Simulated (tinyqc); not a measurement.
Extended Hueckel theory, for BH+, step by step. The parameters take no account of the charge, which enters only through the electron count. Computed by tinyqc, a small Python program that keeps every step (integrals from PySCF). Settings: charge = 1, K = 1.75, multiplicity = 2. Command: `OMP_NUM_THREADS=1 python tinyqc.py 23050 23051 out.jsonl` (the two numbers bound the seeds that draw the settings). One thread of a shared host (Intel(R) Xeon(R) Processor @ 2.60GHz), about 0.01 s of CPU time with the checks.

## Overlaps

Geometry (angstrom):
```
atom       x       y       z
B     0.0000  0.0000  0.0000
H     0.0000  0.0000  1.1110
```

Parameters chosen for this run:
```
element  shell  Slater exponent  H_ii (eV)
B           2s           1.3000   -15.2000
B           2p           1.3000    -8.5000
H           1s           1.3000   -13.6000
```

Slater orbitals, each expanded in six Gaussians scaled to its exponent.

overlap S, lower triangle:
```
         1B 2s  1B 2px  1B 2py  1B 2pz   2H 1s
1B 2s   1.0000
1B 2px  0.0000  1.0000
1B 2py  0.0000  0.0000  1.0000
1B 2pz  0.0000  0.0000  0.0000  1.0000
2H 1s   0.5256  0.0000  0.0000  0.5533  1.0000
```

## Wolfsberg-Helmholz matrix

diagonal H_ii (eV): 1B 2s -15.2000, 1B 2px -8.5000, 1B 2py -8.5000, 1B 2pz -8.5000, 2H 1s -13.6000

K = 1.7500

H_ij = K' S_ij (H_ii + H_jj)/2 for i != j (the diagonal keeps H_ii), with K' = 1.75.

H (eV), lower triangle:
```
           1B 2s   1B 2px   1B 2py    1B 2pz     2H 1s
1B 2s   -15.2000
1B 2px    0.0000  -8.5000
1B 2py    0.0000   0.0000  -8.5000
1B 2pz    0.0000   0.0000   0.0000   -8.5000
2H 1s   -13.2447   0.0000   0.0000  -10.6993  -13.6000
```

## Orbitals

valence electrons = 3

Solve H C = S C e through S^(-1/2); fill by pairs from the bottom, a degenerate level sharing its electrons equally; each orbital has its largest coefficient positive (the first on a tie).

orbital energies (eV): -18.1878  -10.7413  -8.5000  -8.5000  18.0661

occupations: 2.0000  1.0000  0.0000  0.0000  0.0000

coefficients:
```
           MO1      MO2      MO3     MO4      MO5
1B 2s   0.6250  -0.5692   0.0000  0.0000  -0.9730
1B 2px  0.0000   0.0000   0.9974  0.0715   0.0000
1B 2py  0.0000   0.0000  -0.0715  0.9974   0.0000
1B 2pz  0.0333   0.7087   0.0000  0.0000  -1.1089
2H 1s   0.5067   0.3340   0.0000  0.0000   1.4234
```

sum of one-electron energies = -47.1169 eV

Within a degenerate level the vectors are fixed only up to a rotation; this is one choice.

## Mulliken analysis

P = C n C^T; charge = valence electrons (B 3, H 1) minus the sum of (P S)_ii on the atom; overlap population = 2 sum P_ij S_ij between two atoms.

charges: 1B 1.0076, 2H -0.0076

Overlap populations:
```
pair     value
2-1   0.765172
```
